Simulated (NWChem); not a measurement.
# BF2 (SMILES F[B]F) at 3 levels

Wanted: a comparison of 3 runs (U-wB97X/cc-pVTZ, UB2PLYP/cc-pVTZ, UCAM-B3LYP/cc-pVTZ) of BF2. 

Program for the calculation: NWChem 7.3.0.

## 1. The system as given

BF2 has 3 atoms, charge 0, and is taken as a doublet. As SMILES, `F[B]F`. The shape is that of a PBE0-D4/def2-TZVP optimisation.

Bond lengths: F1–B2 1.306 Å, B2–F3 1.306 Å. Angles: F1–B2–F3 121.1°.

## 2. Energy and forces at U-wB97X/cc-pVTZ (run 1)

Contents of job.nw:

```
start job
memory stack 880 mb heap 220 mb global 1100 mb

geometry units angstrom noautosym nocenter noautoz
 F     0.513100   -1.044300    0.160000
 B     0.279000    0.240500    0.181300
 F    -0.802900    0.738900   -0.354600
end

basis spherical bse
 * library cc-pVTZ
end

dft
 xc wb97x
 mult 2
 grid fine
 convergence energy 1e-08
 iterations 100
 mulliken
 print low
end

task dft gradient
```

Started as:

```console
$ nwchem job.nw > job.out
```

Output:

```text
[...]
 d= 0,ls=0.0,diis     1   -224.5197162524 -2.80D+02  4.94D-03  1.81D-01     3.2
[...]
 d= 0,ls=0.0,diis     9   -224.6028107437 -9.22D-09  7.84D-07  1.43D-08    27.5
[...]
         Total DFT energy =     -224.602810743702
      One electron energy =     -421.191837209914
           Coulomb energy =      166.249656528152
    Exchange-Corr. energy =      -24.962918365444
 Nuclear repulsion energy =       55.302288303504
[...]
      Total Density - Mulliken Population Analysis
     ---------------------------------------------
    Atom       Charge   Shell Charges
 -----------   ------   -------------------------------------------------------
    1 F    9     9.14   1.94  0.28  1.05  0.58  1.58  2.40  1.30  0.00  0.01  0.00
    2 B    5     4.73   1.97  0.16  0.60  0.29  0.59  0.65  0.14  0.12  0.15  0.05
    3 F    9     9.14   1.94  0.28  1.05  0.58  1.58  2.40  1.30  0.00  0.01  0.00
[...]
      <S2> =      0.7514 (Exact =     0.7500)
[...]
                         DFT ENERGY GRADIENTS
    atom               coordinates                        gradient
                 x          y          z           x          y          z
   1 F       0.969618  -1.973441   0.302356   -0.000873   0.005656   0.000180
   2 B       0.527234   0.454479   0.342607   -0.003886  -0.003650  -0.002559
   3 F      -1.517261   1.396319  -0.670097    0.004759  -0.002006   0.002379
 Task  times  cpu:       48.3s     wall:       48.3s
 Total times  cpu:       48.3s     wall:       48.3s
```

Wall time 49 s (1 thread of Intel Xeon 6975P-C (Granite Rapids), shared host); peak memory 0.11 GiB.

## 3. A single-point energy at UB2PLYP/cc-pVTZ (run 2)

Contents of bf2.nw:

```
start bf2
memory stack 880 mb heap 220 mb global 1100 mb
charge 0

geometry units bohr noautosym nocenter noautoz
 F   0.96961847 -1.97344099  0.30235618
 B   0.52723359  0.45447913  0.34260735
 F  -1.51726111  1.39631863 -0.67009688
end

basis "ao basis" spherical bse
 * library cc-pVTZ
end

dft
 xc hfexch 0.53 becke88 0.47 lyp 0.73 mp2 0.27
 dftmp2 semidirect
 mult 2
 grid fine
 convergence energy 1e-08
 iterations 100
 mulliken
end

mp2
 freeze core 3
end

task dft energy
```

Started as:

```console
$ nwchem bf2.nw > bf2.out
```

Output:

```text
[...]
          Wavefunction type:  spin polarized.
          No. of atoms     :     3
          No. of electrons :    23
[...]
          Charge           :     0
          Spin multiplicity:     2
[...]
          AO basis - number of functions:    90
[...]
              XC Information
              --------------
                     Hartree-Fock (Exact) Exchange  0.530
                    Becke 1988 Exchange Functional  0.470
              Lee-Yang-Parr Correlation Functional  0.730
[...]
 d= 0,ls=0.0,diis     1   -224.2759024981 -2.80D+02  5.21D-03  1.54D-01     1.1
[...]
 d= 0,ls=0.0,diis     9   -224.3513769513 -7.68D-09  6.64D-07  1.38D-08     8.1
[...]
         Total DFT energy =     -224.351376951349
      One electron energy =     -421.297318292450
           Coulomb energy =      166.385416706511
    Exchange-Corr. energy =      -24.741759719642
 Nuclear repulsion energy =       55.302284354231
[...]
      Total Density - Mulliken Population Analysis
     ---------------------------------------------
    Atom       Charge   Shell Charges
 -----------   ------   -------------------------------------------------------
    1 F    9     9.18   1.94  0.27  1.06  0.58  1.57  2.43  1.31  0.00  0.01  0.00
    2 B    5     4.64   1.96  0.16  0.60  0.28  0.58  0.61  0.13  0.12  0.14  0.06
    3 F    9     9.18   1.94  0.27  1.06  0.58  1.57  2.43  1.31  0.00  0.01  0.00
[...]
      <S2> =      0.7517 (Exact =     0.7500)
[...]
  Basis functions       =     90
[...]
```

It took 12 s on 1 thread of Intel Xeon 6975P-C (Granite Rapids), shared host; peak memory 0.21 GiB.

## 4. Energy and gradient at UCAM-B3LYP/cc-pVTZ (run 3)

Contents of work.xyz:

```xyz
3
BF2 CAM-B3LYP
F      0.513100    -1.044300     0.160000
B      0.279000     0.240500     0.181300
F     -0.802900     0.738900    -0.354600
```

Contents of work.nw:

```
start work
title "BF2 CAM-B3LYP"
memory 2200 mb

geometry units angstrom noautosym nocenter noautoz
  load work.xyz
end

basis spherical bse
  F library cc-pVTZ
  B library cc-pVTZ
end

dft
  xc xcamb88 1.00 lyp 0.81 vwn_5 0.19 hfexch 1.00
  cam 0.33 cam_alpha 0.19 cam_beta 0.46
  mult 2
  grid fine
  convergence energy 1e-08
  direct
  maxiter 100
  mulliken
  noprint "final vectors analysis"
end

task dft gradient
```

Started as:

```console
$ nwchem work.nw > work.out
```

Output:

```text
[...]
          Wavefunction type:  spin polarized.
          No. of atoms     :     3
          No. of electrons :    23
[...]
          Charge           :     0
          Spin multiplicity:     2
[...]
          AO basis - number of functions:    90
[...]
              XC Information
              --------------
                     Hartree-Fock (Exact) Exchange  1.000
                   CAM-Becke88 Exchange Functional  1.000
                      VWN V Correlation Functional  0.190 local
              Lee-Yang-Parr Correlation Functional  0.810
[...]
 d= 0,ls=0.0,diis     1   -224.5106631346 -2.80D+02  5.28D-03  2.17D-01     3.0
[...]
 d= 0,ls=0.0,diis     9   -224.6006730551 -6.25D-09  5.24D-07  9.30D-09    26.2
[...]
         Total DFT energy =     -224.600673055135
      One electron energy =     -421.194470985921
           Coulomb energy =      166.242803479059
    Exchange-Corr. energy =      -24.951293851777
 Nuclear repulsion energy =       55.302288303505
[...]
      Total Density - Mulliken Population Analysis
     ---------------------------------------------
    Atom       Charge   Shell Charges
 -----------   ------   -------------------------------------------------------
    1 F    9     9.14   1.94  0.28  1.04  0.58  1.59  2.37  1.32  0.00  0.01  0.00
    2 B    5     4.73   1.96  0.17  0.59  0.31  0.61  0.62  0.15  0.12  0.15  0.05
    3 F    9     9.14   1.94  0.28  1.04  0.58  1.59  2.37  1.32  0.00  0.01  0.00
[...]
      <S2> =      0.7513 (Exact =     0.7500)
[...]
  wavefunction    = open shell
[...]
                         DFT ENERGY GRADIENTS
    atom               coordinates                        gradient
                 x          y          z           x          y          z
   1 F       0.969618  -1.973441   0.302356    0.000467  -0.001291   0.000106
   2 B       0.527234   0.454479   0.342607    0.000609   0.000519   0.000395
   3 F      -1.517261   1.396319  -0.670097   -0.001076   0.000772  -0.000501
[...]
```

Wall time 48 s (1 thread of Intel Xeon 6975P-C (Granite Rapids), shared host); peak memory 0.1 GiB.

## 5. Overview of the runs

```
run               level      task  frozen core orbitals  energy (Eh)   ⟨S²⟩  largest force (eV/Å)  wall time
  1     U-wB97X/cc-pVTZ  gradient                     –  -224.602811  0.751                 0.304       49 s
  2     UB2PLYP/cc-pVTZ    energy                     3  -224.534033  0.752                     –       12 s
  3  UCAM-B3LYP/cc-pVTZ  gradient                     –  -224.600673  0.751                 0.073       48 s
```

## 6. Outcome

| quantity | value |
| --- | --- |
| run 3: total energy | -224.60067 Eh |
| run 3: dipole moment | 0.30 D |
| run 3: ⟨S²⟩ | 0.751 |
| run 3: largest force on an atom | 0.073 eV/Å |

What this shows: Totals of different functionals can't be ranked against each other. All runs together took 1.8 min, the longest 49 s.
